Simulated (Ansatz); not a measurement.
# CH2O2: the cost of one run

Method: the levels named in each step, in Ansatz 0.2.0.

**1. The starting structure**

Bond lengths: O1–C2 1.179 Å, C2–O3 1.248 Å, C2–H4 1.198 Å, O3–H5 0.989 Å. Angles: O1–C2–O3 143.4°, O1–C2–H4 110.4°, O3–C2–H4 106.2°, C2–O3–H5 121.2°.

Structure file:

```xyz
5

O    -0.7457    0.9117    0.0133
C    -0.2304   -0.1482   -0.0009
O     0.8769   -0.7234   -0.0116
H    -1.0582   -1.0148   -0.0085
H     1.7218   -0.2088   -0.0084
```

**2. A rough first relaxation, PBE-D4/def2-SVP**

This run stands in another session on the same molecule. It ended at:

```xyz
5

O    -0.5971    0.9305    0.0131
C    -0.2700   -0.2748   -0.0023
O     0.9193   -0.7560   -0.0121
H    -1.1353   -1.0061   -0.0081
H     1.6474   -0.0770   -0.0066
```

**3. Relaxation, HF/STO-3G**

Contents of input.yaml:

```yaml
crystal:
  periodic: [false, false, false]
  atoms:
    - { symbol: O, position_ang: [-0.59705232, 0.93053916, 0.01306929] }
    - { symbol: C, position_ang: [-0.27001185, -0.27482676, -0.00230279] }
    - { symbol: O, position_ang: [0.91927915, -0.75603171, -0.01207144] }
    - { symbol: H, position_ang: [-1.13531505, -1.00610852, -0.0080854] }
    - { symbol: H, position_ang: [1.64741008, -0.07697217, -0.00660966] }
magnetization:
  spin_polarized: true
  initial_magnetization: 1
total_charge: 1
basis:
  gaussian: { orbitals: STO-3G }
hamiltonian:
  xc: hf
relax:
  f_tol: 0.002
  max_steps: 150
```

Command:

```
$ ansatz run input.yaml --threads 2 --pin off --max-ram 5120MiB --backend cpu --events-out ev --progress --plain --runs-dir out
```

**Question.** How long does this run take on 2 threads of Arm Neoverse N1, shared host, and how much memory does it need?

About 2.5 s, with a peak of 0.082 GiB.
